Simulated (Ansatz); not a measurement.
Worked example: correlation energy of [OH···H···F], doublet

Geometry: a point of a hydrogen-transfer path between rigid fragments, not a stationary point.

```yaml
atoms:
  - { symbol: O, position_ang: [-1.2438, -0.0252, 0.0000] }
  - { symbol: H, position_ang: [-1.4931, 0.9013, 0.0000] }
  - { symbol: H, position_ang: [0.2152, -0.0252, 0.0000] }
  - { symbol: F, position_ang: [1.1152, -0.0252, 0.0000] }
```

Basis cc-pVDZ; Ansatz 0.2.0. Only valence electrons are correlated (noble-gas cores frozen), which leaves 15 electrons in 36 orbitals. R marks a restricted (for open shells ROHF) determinant, U an unrestricted one.

Full CI isn't at hand for all of this; UCCSDT(Q) serves as the reference, and is uncertain by about the last step of the cluster series.

Runs differ by some tens of microhartree through their thresholds and, for an open shell, their frozen cores, so steps under 0.03 kcal/mol mean nothing.

| level | total energy (hartree) |
| --- | --- |
| UHF | -175.412830 |
| UMP2 | -175.766158 |
| UCCSD | -175.785238 |
| UCCSD(T) | -175.789450 |
| UCCSDT | -175.789752 |
| UCCSDT(Q) | -175.790405 |

Problem. What is the correlation energy at UCCSDT(Q), and what share of it do UMP2 and UCCSD recover?

Solution. E(corr) = -175.790405 − (-175.412830) = -0.377575 hartree = -10.274 eV. UMP2: -0.353328 / -0.377575 = 93.58 %. UCCSD: -0.372408 / -0.377575 = 98.63 %.

Problem. By how many kcal/mol does UCCSD(T) miss UCCSDT(Q) (1 hartree = 627.509 kcal/mol), and which steps make up the rest?

Solution. -175.789450 − (-175.790405) = 0.000955 hartree = 0.60 kcal/mol. Steps: UCCSDT − UCCSD(T) = -0.19, UCCSDT(Q) − UCCSDT = -0.41 kcal/mol. That is within 1 kcal/mol of the reference in this basis, which itself misses far more of the correlation at the basis-set limit.
